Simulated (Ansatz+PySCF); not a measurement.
**singlet C2: levels of theory in one basis**

```yaml
atoms:
  - { symbol: C, position_ang: [0.0000, 0.0000, -1.2561] }
  - { symbol: C, position_ang: [0.0000, 0.0000, 1.2561] }
```

Basis set: 6-31G (spherical functions). Frozen core: 2 orbitals. Charge 0, multiplicity 1.

Computed with Ansatz (development build ahead of 0.2.0); each method stands on the lowest determinant of its kind that the runs found. NEVPT2 correlates all electrons. Active spaces start from the frontier orbitals, and the lowest solution found is given.

```csv
method,E − E(RHF) (eV),<S²> of the determinant
RHF,0.00,0.00
UHF,-4.45,2.01
RHF-MP2,-2.30,–
UHF-MP2,-5.80,2.01
RHF-CCSD(T),-3.62,–
UHF-CCSD(T),-6.65,2.01
"CASSCF(8,8)",-5.71,–
"CASSCF(2,2)",-2.05,–
"SC-NEVPT2(8,8)",-6.55,–
"SC-NEVPT2(2,2)",-5.12,–
```

What does full CI (lowest root of this spin) give on the same scale?

-6.92 eV.

At such a shape the full CI root can have another spatial symmetry than the determinants, so the rows needn't describe one state.

Is a single determinant a sound starting point here?

It is doubtful. Unrestricted orbitals lower Hartree–Fock by 4.45 eV and <S²> is 2.01 where a pure state has 0.00, a sign of strong static correlation. The CASSCF(8,8) natural occupations are 1.96, 1.95, 1.58, 1.28, 0.72, 0.42, 0.05, 0.05. The CASSCF(2,2) natural occupations are 1.22, 0.78.

Caution for RHF, RHF-MP2, RHF-CCSD(T): an unrestricted determinant lies well below. Caution for RHF, UHF, RHF-MP2, UHF-MP2, RHF-CCSD(T), UHF-CCSD(T): the determinant breaks the point group. Caution for UHF, UHF-MP2, UHF-CCSD(T): the unrestricted determinant is a mixture of spin states. Caution for RHF-MP2, RHF-CCSD(T): large amplitudes, a single reference is doubtful. Caution for RHF-MP2, UHF-MP2: another reference gives a lower total. Caution for UHF-MP2, UHF-CCSD(T): bonds are stretched, where a single reference can fail. Caution for CASSCF(2,2): other starts end on other solutions of this active space.
